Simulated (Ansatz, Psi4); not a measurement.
Molecule: SiH$_{3}$, net charge 0, doublet state. SMILES: [SiH3]
Geometry: optimised at B3LYP-D3(BJ)/def2-TZVP (Ansatz, a first-principles code).

Quantity: atomisation energy, in kcal/mol. Terms: frozen cores in correlated levels; dispersion terms only where a functional's name holds one; 6-311+G** with 5d, 6d on Na to Ar in Ansatz; open shells spin-unrestricted; atomisation electronic, to ground-state atoms; spin-orbit terms left out; non-relativistic; six Cartesian d functions in 6-31G* and its kin unless marked 5d. CBS(X,Y): correlation extrapolated as X^-3; Hartree-Fock from the larger set. Ab initio and DFT rows: single points at B3LYP-D3(BJ) geometries (Ansatz).

Coupled cluster (Ansatz) is a level with limits of its own, used here on species with T1 under 0.025 (0.045 for open shells) and stable references: CCSD(T)/CBS(def2-TZVPPD,def2-QZVPPD).

Value to compare with, CCSD(T)/CBS(def2-TZVPPD,def2-QZVPPD) (Ansatz): 228.4 kcal/mol.

```tsv
level	program	atomisation energy (kcal/mol)	difference
HF/3-21G	Ansatz	155.3	-73.1
PBE/STO-3G	Ansatz	318.2	89.8
PBE/def2-SVP	Ansatz	221.3	-7.1
B3LYP/6-31G*	Ansatz	225.7	-2.7
B3LYP/6-311+G**	Ansatz	226.2	-2.2
wB97X-D/6-31G*	Psi4	225.9	-2.5
wB97X-D/6-311+G**	Psi4	225.8	-2.6
PBE/def2-TZVPD	Ansatz	222.5	-5.9
PBE0/def2-TZVPD	Ansatz	223.6	-4.8
```

Among the 7 habitual levels, PBE/STO-3G lies farthest from CCSD(T)/CBS(def2-TZVPPD,def2-QZVPPD) (Ansatz) (89.8 kcal/mol); 1 of 7 lie above it, and their mean absolute difference is 25.7 kcal/mol, the median 2.7. One case shows no general order.

The levels are drawn from those run, B3LYP/6-31G* more often than the rest, none by its result; runs whose electronic state is in doubt are left out.
